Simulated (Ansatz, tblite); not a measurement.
# The cluster Li2F: one state, many levels

An exercise on one series of results from a longer session: the logs are not shown, and one member is left open.

The runs use Ansatz 0.2.0, Gaussian basis; as each input shows.

Levels to be run: GFN1-xTB, GFN2-xTB, PBE-D4/def2-TZVP, r2SCAN-D4/def2-TZVP, PBE-QIDH/def2-TZVP, BHLYP-D4/def2-TZVP, B3LYP-D4/def2-TZVP, B2PLYP/def2-TZVP, BLYP-D4/def2-TZVP, PBE-D4/def2-SVP, PBE0-D4/def2-SVP, HF/STO-3G, HF/6-31G, B3LYP-D4/6-31G, PBE0-D4/def2-TZVPD, PBE-D4/def2-TZVPD, r2SCAN-D4/def2-TZVPD, CCSD(T)/def2-TZVPP, MP2/def2-TZVP, RPA/def2-TZVP, CCSD(T)/def2-TZVPD.

## The structure

The doublet was relaxed beforehand with B3LYP-D4/def2-TZVP. At that level it is the lowest of the isomers that a small search found.

3 atoms, charge 0, spin multiplicity 2.

Bond lengths: Li1–F3 1.667 Å, Li2–F3 1.667 Å. Angles: Li1–F3–Li2 112.0°.

PBE0-D4/def2-TZVP was run before; its log isn't repeated, and its numbers join the tables.

The first run:

Tight binding, by tblite at 300 K electronic temperature and without a spin-polarisation term:

```python
tblite.interface.Calculator('GFN1-xTB', numbers, positions, charge=0, uhf=1).singlepoint()
```

Tight binding, by tblite at 300 K electronic temperature and without a spin-polarisation term:

```python
tblite.interface.Calculator('GFN2-xTB', numbers, positions, charge=0, uhf=1).singlepoint()
```

start.molden holds the orbitals of an earlier run on this state, given as this run's starting guess.

The input, in.yaml:

```yaml
crystal:
  periodic: [false, false, false]
  atoms:
    - {symbol: Li, position_ang: [-1.169283, -0.048189, 0.798211]}
    - {symbol: Li, position_ang: [0.947755, -0.520069, -0.915415]}
    - {symbol: F, position_ang: [0.221538, 0.568268, 0.117204]}
basis:
  gaussian: {orbitals: def2-TZVP, initial_orbitals: start.molden}
magnetization: {spin_polarized: true, initial_magnetization: 1}
hamiltonian: {xc: pbe, dispersion: d4}
scf: {omitted_lower_state_checks: [starts]}
output: {forces: true, orbitals: {seedname: orbitals}}
```

Command:

```
> ansatz run in.yaml --threads 4 --pin off --events-out ev --progress --plain --max-ram 3916MiB
```

Steps of the session up to this table: PBE-D4/def2-TZVP; r2SCAN-D4/def2-TZVP; PBE-QIDH/def2-TZVP; BHLYP-D4/def2-TZVP; B3LYP-D4/def2-TZVP; B2PLYP/def2-TZVP; BLYP-D4/def2-TZVP; PBE-D4/def2-SVP; PBE0-D4/def2-SVP; HF/STO-3G; HF/6-31G; B3LYP-D4/6-31G; PBE0-D4/def2-TZVPD; PBE-D4/def2-TZVPD; r2SCAN-D4/def2-TZVPD; CCSD(T)/def2-TZVPP; MP2/def2-TZVP; RPA/def2-TZVP; CCSD(T)/def2-TZVPD.

One of the session's tables, all rows but one given; the rest of the session is left out.

```
               level  HOMO (eV)  gap (eV)
           HF/STO-3G      -3.39      4.87
            HF/6-31G      -4.32      4.36
     PBE-D4/def2-SVP      -2.70      0.74
    PBE-D4/def2-TZVP      -2.76      0.81
   PBE-D4/def2-TZVPD      -2.76      0.78
   BLYP-D4/def2-TZVP      -2.60      0.75
 r2SCAN-D4/def2-TZVP      -2.76      0.93
r2SCAN-D4/def2-TZVPD      -2.75      0.90
      B3LYP-D4/6-31G      -3.08      1.48
  B3LYP-D4/def2-TZVP      -3.09      1.49
    PBE0-D4/def2-SVP      -3.13      1.63
   PBE0-D4/def2-TZVP      -3.22      1.73
  PBE0-D4/def2-TZVPD          ?         ?
  BHLYP-D4/def2-TZVP      -3.52      2.58
```

**Question.** Estimate the row for PBE0-D4/def2-TZVPD.

As computed: HOMO (eV): -3.21; gap (eV): 1.69. In the column «HOMO (eV)» it lies between PBE0-D4/def2-TZVP (-3.22) and PBE0-D4/def2-SVP (-3.13).
